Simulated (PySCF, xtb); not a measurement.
# Isomers of BHOSi in order of energy

3 gas-phase structures of BHOSi, found in a search over its isomers (lower ones may exist). Each was relaxed with GFN2-xTB:

A. `O=B[SiH]`, a singlet
B. `B1O[Si]1`, a singlet
C. `O=B[SiH]`, a triplet

Task: Which do you expect lowest at r2SCAN-D4/def2-SVP, and how would the others follow?

Result: Calculated order at r2SCAN-D4/def2-SVP: B (0.0), A (6.5), C (12.1) kcal/mol.

Energies above the lowest of each column, in kcal/mol; the last columns are at PBE0-D3(BJ)/pcseg-1 geometries (a dash: not run or not comparable):

| structure | GFN2-xTB | HF/STO-3G | r2SCAN-D4/def2-SVP | PBE0-D3(BJ)/pcseg-1 | CCSD(T)/def2-TZVPP |
| --- | --- | --- | --- | --- | --- |
| B | 8.0 | 2.4 | 0.0 | 0.0 | 0.0 |
| A | 0.0 | 0.0 | 6.5 | 0.6 | 3.2 |
| C | – | 11.7 | 12.1 | 11.7 | 20.0 |

CCSD(T)/def2-TZVPP puts B lowest; GFN2-xTB picks A, HF/STO-3G picks A. Flexible structures stand in one conformer each, not always the lowest. GFN2-xTB has no spin polarisation and isn't compared across spin states. Open shells are spin-unrestricted. Large T1 diagnostics make some coupled-cluster values less sure.

Programs: PySCF 2.14.0, xtb 6.7.1.
